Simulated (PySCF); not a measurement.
Gas-phase reaction: C4H8 (isobutene) + 2 C2H6 ⇌ 2 C4H10 (isobutane), at 2500 K and a standard pressure of 1 bar. Level: B3LYP/6-31G*.

Computed with PySCF and rigid-rotor harmonic-oscillator thermochemistry at 1 bar. 6-31G* has spherical d functions here. All species are closed-shell singlets. B3LYP is the form with VWN-RPA correlation. The harmonic model lacks anharmonicity and excited electronic states, which grow with temperature; levels with a mode under 35 cm⁻¹ are left out. Internal rotation in C4H8 (isobutene), C2H6, C4H10 (isobutane) is treated as a harmonic vibration of one conformer, which makes the entropy rough.

```csv
species,E (Ha),H(2500 K) − E (kJ/mol),S°(2500 K) (J/mol/K)
C4H8 (isobutene),-157.22430,764.9,671.6
C2H6,-79.82910,499.4,463.2
C4H10 (isobutane),-158.45620,902.5,731.3
```
E: electronic energy; H − E holds the zero-point and thermal terms. 1 Ha = 2625.5 kJ/mol.

Work out ΔH°, ΔS°, ΔG° and log10 K from these numbers.

1. ΔE = 2×(-158.45620) − 1×(-157.22430) − 2×(-79.82910) = -0.02990 Ha = -78.5 kJ.
2. Δ(H − E) = 2×(902.5) − 1×(764.9) − 2×(499.4) = 41.3 kJ, so ΔH° = -37.2 kJ.
3. ΔS° = 2×(731.3) − 1×(671.6) − 2×(463.2) = -135.4 J/K; the number of gas molecules changes by -1.
4. ΔG° = ΔH° − TΔS° = -37.2 − 2500×(-135.4)/1000 = 301.3 kJ.
5. log10 K = −ΔG°/(RT ln 10) = -6.30, with RT ln 10 = 47.86 kJ/mol; at standard pressures the reactants are favoured.
6. A shift of 10 kJ in ΔE would move log10 K by 0.21 here.
For scale, ΔH°(298 K) is -68 kJ at this level, -86 kJ at ωB97M-V/def2-TZVP†, and runs from -119 to -33 kJ over the 18 levels computed († marks an energy on the PBE0/def2-TZVP geometry); the NASA 1993 table gives -85 kJ (entries not checked at source).
